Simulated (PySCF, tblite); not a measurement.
Species: B₂H₅ (charge -1).
Atom-mapped SMILES: `[BH2:1][BH3-:2]` (hydrogens: H3, H4 on B1; H5, H6, H7 on B2)

Computed with GFN2-xTB (tblite), gas phase: Langevin dynamics at 200 K from the optimised GFN2-xTB geometry, time step 0.5 fs, friction 0.01 fs⁻¹, 2000 steps. Over the second half of the run the saved frames average 165 K.

Frame at 250 fs, instantaneous temperature 214 K:
```
atom  x, y, z in Å
B1      0.305   -0.337    0.531
B2     -1.385   -0.370    0.348
H3      0.868    0.378    1.343
H4      1.070   -0.742   -0.258
H5     -1.618    0.803    0.223
H6     -2.097   -0.885    1.187
H7     -1.658   -0.909   -0.792
```

Frame at 425 fs, instantaneous temperature 193 K:
```
atom  x, y, z in Å
B1     -0.520   -1.059    0.290
B2     -1.901   -0.096    0.342
H3     -0.573   -2.196   -0.091
H4      0.663   -0.736    0.424
H5     -1.605    1.082    0.666
H6     -2.752   -0.587    0.982
H7     -2.407   -0.012   -0.832
```

Frame at 625 fs, instantaneous temperature 192 K:
```
atom  x, y, z in Å
B1     -0.627   -0.372   -0.192
B2     -2.099    0.411    0.264
H3     -0.552   -1.267   -0.987
H4      0.487   -0.003    0.117
H5     -2.204    1.554   -0.293
H6     -2.201    0.624    1.472
H7     -3.074   -0.210   -0.159
```

Frame at 800 fs, instantaneous temperature 136 K:
```
atom  x, y, z in Å
B1     -0.857   -0.670    0.542
B2     -2.127    0.482    0.564
H3     -0.148   -0.747   -0.470
H4     -0.509   -1.475    1.378
H5     -1.875    1.435   -0.211
H6     -2.457    0.890    1.661
H7     -3.279   -0.129    0.146
```

Frame at 1000 fs, instantaneous temperature 132 K:
```
atom  x, y, z in Å
B1     -0.901   -0.767    1.166
B2     -2.405   -0.090    0.839
H3     -0.525   -1.907    0.819
H4      0.111   -0.071    1.362
H5     -2.030    0.618   -0.147
H6     -2.834    0.816    1.663
H7     -3.290   -0.844    0.519
```

**Question.** What do single points at PBE0/pcSseg-1 (PySCF, gas phase) give on these frames?

**Answer.** 
```tsv
t (fs)	GFN2-xTB E above start (eV)	DFT E above lowest frame (eV)	HOMO (eV)	LUMO (eV)
250	0.12	0.11	-1.25	4.16
425	0.11	0.05	-1.36	4.14
625	0.05	0.01	-1.44	4.03
800	0.14	0.09	-1.51	4.01
1000	0.13	0.00	-1.46	4.21
```

The two levels order the frames alike by energy but for pairs within 0.08 eV at one level; measured from each level's lowest frame they differ by 0.08 eV at most. The HOMO–LUMO gap runs from 5.41 to 5.67 eV. These are instantaneous structures, not minima.

**Question.** And the isotropic GIAO shieldings (ppm) from the same runs?

**Answer.** 
```json
{"atom": "B1", "250 fs": "-29.4", "425 fs": "-28.7", "625 fs": "-31.7", "800 fs": "-26.6", "1000 fs": "-15.6", "mean": "-26.4", "range": "16.1"}
{"atom": "B2", "250 fs": "135.9", "425 fs": "138.4", "625 fs": "139.0", "800 fs": "136.2", "1000 fs": "131.2", "mean": "136.1", "range": "7.8"}
{"atom": "H3", "250 fs": "20.4", "425 fs": "20.3", "625 fs": "19.9", "800 fs": "20.4", "1000 fs": "21.2", "mean": "20.4", "range": "1.3"}
{"atom": "H4", "250 fs": "19.9", "425 fs": "20.4", "625 fs": "20.1", "800 fs": "20.4", "1000 fs": "21.4", "mean": "20.4", "range": "1.5"}
{"atom": "H5", "250 fs": "32.0", "425 fs": "30.3", "625 fs": "30.7", "800 fs": "29.9", "1000 fs": "30.9", "mean": "30.8", "range": "2.1"}
{"atom": "H6", "250 fs": "30.8", "425 fs": "31.4", "625 fs": "30.9", "800 fs": "30.6", "1000 fs": "29.2", "mean": "30.6", "range": "2.2"}
{"atom": "H7", "250 fs": "29.9", "425 fs": "30.5", "625 fs": "30.4", "800 fs": "29.5", "1000 fs": "30.5", "mean": "30.2", "range": "1.0"}
```

What follows is the cost of the whole dynamics run. The run took 2.0 s on one thread of an Intel Xeon 6975P-C, no GPU, on a shared host, and the process peaked at 0.18 GiB of memory.
